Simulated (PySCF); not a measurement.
H₃NS: fields on a plane

These are results of PySCF, PBE0, basis N def2-TZVP, S def2-TZVP, H def2-TZVP (no relativity, density fitting), not measurements.

The singlet minimum has N–H 1.017 Å (×3), N–S 1.817 Å; H–N–H 108.3° (×3), H–N–S 110.6° (×3).

The plane holds N1 at (0.00, 0.00), S2 at (1.82, 0.00), H3 at (-0.36, 0.95) Å. Columns run from x = -2.25 to 4.05 Å, rows from y = 3.15 (top) to -1.95 Å, in steps of 0.3 Å. Other isomers or separated fragments may lie lower.

**Question.** Give the electron localisation function (set to 0 where the density is under 0.005 e/Å³). Every second row and column.

**Answer.** 
```
0.00 0.00 0.00 0.00 0.00 0.00 0.00 0.00 0.00 0.00 0.00
0.00 0.00 0.00 0.00 0.00 0.00 0.00 0.00 0.00 0.00 0.00
0.00 0.00 0.63 0.77 0.06 0.01 0.42 0.66 0.49 0.00 0.00
0.00 0.18 0.93 0.99 0.75 0.05 0.73 0.90 0.79 0.33 0.00
0.00 0.11 0.81 0.99 0.88 0.33 0.77 0.90 0.85 0.34 0.02
0.00 0.05 0.36 0.62 0.15 0.86 0.07 0.85 0.48 0.23 0.01
0.00 0.05 0.34 0.72 0.60 0.66 0.31 0.09 0.76 0.28 0.01
0.00 0.02 0.13 0.35 0.27 0.17 0.81 0.94 0.85 0.36 0.00
0.00 0.00 0.00 0.02 0.01 0.08 0.69 0.83 0.69 0.25 0.00
```

**Question.** Give the electron density (e/Å³) (cut at 5 e/Å³). Lower edges of the bins (e/Å³): '0' 0.000, '1' 0.030, '2' 0.076, '3' 0.151, '4' 0.268, '5' 0.455, '6' 0.750, '7' 1.218, '8' 1.960, '9' 3.136; top 5.00.

**Answer.** 
```
0000000000000000000000
0000000000000000000000
0000000000000000000000
0000000000000000000000
0000000000000000000000
0000011110011111100000
0000134432122332210000
0001257753234554321000
0001357865445666431000
0001357987656887531000
0001368998767998542000
0001358998767998542000
0001357887556887531000
0001235655445666431000
0000123332234554321000
0000011111122332210000
0000000000011111100000
0000000000000000000000
```
